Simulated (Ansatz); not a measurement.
`CC(N)(F)S`, charge 0, multiplicity 1.

Problem. Give a relaxed structure at PBE0-D4/def2-TZVP (Ansatz 0.2.0). (An estimate is asked.)

Solution. The calculation gave: 
```xyz
11

C     0.3323    1.0429    0.4916
C    -0.0054   -0.3207   -0.0595
N    -1.3641   -0.4209   -0.4097
F     0.3518   -1.2529    0.9326
S     0.9321   -0.7450   -1.5670
H    -0.2618    1.2304    1.3907
H     0.1191    1.8095   -0.2514
H     1.3869    1.0871    0.7605
H    -1.6121   -1.3573   -0.6987
H    -1.9700   -0.1097    0.3376
H     2.0912   -0.9634   -0.9267
```
This is one stationary point; other conformers may exist.
